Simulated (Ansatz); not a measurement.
What each rung costs and misses: atomization of C2H3N, singlet

Geometry (MP2(full)/6-31G*, from the G2/97 set):

```xyz
6

C     0.0000    0.0000   -1.3002
C     0.0000    0.0000    0.1606
N     0.0000    0.0000    1.3389
H     0.0000    1.0250   -1.6756
H     0.8877   -0.5125   -1.6756
H    -0.8877   -0.5125   -1.6756
```

Measured, as an electronic atomization energy: 2575.9 kJ/mol (G2/97 heats of formation of molecule and atoms, with zero-point and thermal terms from B3LYP taken off; Curtiss et al., J. Chem. Phys. 106, 1063 (1997), Staroverov et al., J. Chem. Phys. 119, 12129 (2003)). The measured value holds scalar relativity and spin–orbit coupling, which all computed ones lack, and core correlation, which the wave-function levels lack. Atoms are taken at the same level; beside RHF, RMP2 and RCC rows they are unrestricted. Truncated CI is not size-consistent. The atoms' steps beyond CCSDT(Q) are taken from restricted open-shell runs, which share full CI's core. Ansatz 0.2.0; the 6-31G* set has Cartesian d functions; a miss is computed less measured; times are wall times on shared hosts and scatter by a factor of two or so.

```json
{"level": "RHF", "basis": "STO-3G", "miss (kJ/mol)": "-596.9", "time of the run": "–", "hardware": "–"}
{"level": "RMP2", "basis": "STO-3G", "miss (kJ/mol)": "-101.8", "time of the run": "–", "hardware": "–"}
{"level": "RCCSD(T)", "basis": "STO-3G", "miss (kJ/mol)": "-93.8", "time of the run": "0.19 s", "hardware": "1 CPU thread"}
{"level": "RCCSDT(Q)", "basis": "STO-3G", "miss (kJ/mol)": "-87.6", "time of the run": "1 s", "hardware": "1 CPU thread"}
{"level": "RCCSDTQ", "basis": "STO-3G", "miss (kJ/mol)": "-87.5", "time of the run": "11 s", "hardware": "1 CPU thread"}
{"level": "PBE", "basis": "STO-3G", "miss (kJ/mol)": "379.4", "time of the run": "0.52 s", "hardware": "1 CPU thread"}
{"level": "wB97M-V", "basis": "STO-3G", "miss (kJ/mol)": "318.7", "time of the run": "1.7 s", "hardware": "1 CPU thread"}
{"level": "B2PLYP", "basis": "STO-3G", "miss (kJ/mol)": "120.6", "time of the run": "0.55 s", "hardware": "1 CPU thread"}
{"level": "RHF", "basis": "6-31G", "miss (kJ/mol)": "-929.4", "time of the run": "0.28 s", "hardware": "1 CPU thread"}
{"level": "RMP2", "basis": "6-31G", "miss (kJ/mol)": "-330.7", "time of the run": "–", "hardware": "–"}
{"level": "RCCSD(T)", "basis": "6-31G", "miss (kJ/mol)": "-364.9", "time of the run": "0.34 s", "hardware": "1 CPU thread"}
{"level": "RCCSDT(Q)", "basis": "6-31G", "miss (kJ/mol)": "-360.8", "time of the run": "3.3 s", "hardware": "1 CPU thread"}
{"level": "PBE", "basis": "6-31G", "miss (kJ/mol)": "6.7", "time of the run": "0.5 s", "hardware": "1 CPU thread"}
{"level": "B3LYP", "basis": "6-31G", "miss (kJ/mol)": "-98.6", "time of the run": "0.47 s", "hardware": "1 CPU thread"}
{"level": "wB97M-V", "basis": "6-31G", "miss (kJ/mol)": "-79.0", "time of the run": "1.4 s", "hardware": "1 CPU thread"}
{"level": "B2PLYP", "basis": "6-31G", "miss (kJ/mol)": "-178.0", "time of the run": "0.58 s", "hardware": "1 CPU thread"}
{"level": "RMP2", "basis": "6-31G*", "miss (kJ/mol)": "-159.0", "time of the run": "–", "hardware": "–"}
{"level": "RCCSD(T)", "basis": "6-31G*", "miss (kJ/mol)": "-215.5", "time of the run": "0.64 s", "hardware": "1 CPU thread"}
{"level": "RCCSDT(Q)", "basis": "6-31G*", "miss (kJ/mol)": "-212.2", "time of the run": "23 s", "hardware": "1 CPU thread"}
{"level": "r2SCAN", "basis": "6-31G*", "miss (kJ/mol)": "-25.5", "time of the run": "1.2 s", "hardware": "1 CPU thread"}
{"level": "B3LYP", "basis": "6-31G*", "miss (kJ/mol)": "-12.6", "time of the run": "0.64 s", "hardware": "1 CPU thread"}
{"level": "wB97M-V", "basis": "6-31G*", "miss (kJ/mol)": "14.3", "time of the run": "1.9 s", "hardware": "1 CPU thread"}
{"level": "B2PLYP", "basis": "6-31G*", "miss (kJ/mol)": "-61.8", "time of the run": "1.1 s", "hardware": "1 CPU thread"}
{"level": "RMP2", "basis": "cc-pVDZ", "miss (kJ/mol)": "-144.9", "time of the run": "–", "hardware": "–"}
{"level": "RCCSD(T)", "basis": "cc-pVDZ", "miss (kJ/mol)": "-205.7", "time of the run": "0.76 s", "hardware": "1 CPU thread"}
{"level": "PBE", "basis": "cc-pVDZ", "miss (kJ/mol)": "48.7", "time of the run": "0.67 s", "hardware": "1 CPU thread"}
{"level": "r2SCAN", "basis": "cc-pVDZ", "miss (kJ/mol)": "-50.0", "time of the run": "1.1 s", "hardware": "1 CPU thread"}
{"level": "wB97M-V", "basis": "cc-pVDZ", "miss (kJ/mol)": "-17.4", "time of the run": "2.1 s", "hardware": "1 CPU thread"}
{"level": "RHF", "basis": "cc-pVTZ", "miss (kJ/mol)": "-776.5", "time of the run": "2.3 s", "hardware": "1 CPU thread"}
{"level": "RCCSD(T)", "basis": "cc-pVTZ", "miss (kJ/mol)": "-77.4", "time of the run": "2.8 s (with forces)", "hardware": "H100 + 2 CPU threads"}
{"level": "RCCSDT(Q)", "basis": "cc-pVTZ", "miss (kJ/mol)": "-75.9", "time of the run": "56 s", "hardware": "H100 + 2 CPU threads"}
{"level": "PBE", "basis": "cc-pVTZ", "miss (kJ/mol)": "82.4", "time of the run": "1.5 s", "hardware": "H100 + 2 CPU threads"}
{"level": "r2SCAN", "basis": "cc-pVTZ", "miss (kJ/mol)": "-12.4", "time of the run": "1.3 s (with forces)", "hardware": "H100 + 2 CPU threads"}
{"level": "B3LYP", "basis": "cc-pVTZ", "miss (kJ/mol)": "-3.9", "time of the run": "1.3 s", "hardware": "H100 + 2 CPU threads"}
{"level": "wB97M-V", "basis": "cc-pVTZ", "miss (kJ/mol)": "2.4", "time of the run": "4 s (with forces)", "hardware": "H100 + 2 CPU threads"}
{"level": "RHF", "basis": "cc-pVQZ", "miss (kJ/mol)": "-771.8", "time of the run": "–", "hardware": "–"}
{"level": "RMP2", "basis": "cc-pVQZ", "miss (kJ/mol)": "28.6", "time of the run": "–", "hardware": "–"}
{"level": "RCCSD(T)", "basis": "cc-pVQZ", "miss (kJ/mol)": "-36.5", "time of the run": "3 s", "hardware": "H100 + 2 CPU threads"}
{"level": "r2SCAN", "basis": "cc-pVQZ", "miss (kJ/mol)": "-9.8", "time of the run": "1.5 s", "hardware": "H100 + 2 CPU threads"}
{"level": "wB97M-V", "basis": "cc-pVQZ", "miss (kJ/mol)": "5.1", "time of the run": "2.1 s", "hardware": "H100 + 2 CPU threads"}
```

HF's time is that of a plain UHF run. A dash: the level came out of a higher level's run.

A composite of the best parts (restricted reference, at this geometry, which isn't the minimum of the high levels):

```
                                    part   kJ/mol
Hartree–Fock limit (T, Q; exp(−5.46 √X))  1805.59
   CCSD(T) correlation limit (T, Q; X⁻³)   761.65
                    CCSDT − CCSD(T) (TZ)    -3.51
                                (Q) (TZ)     5.04
                                     sum   2568.8
                       sum less measured     -7.2
```
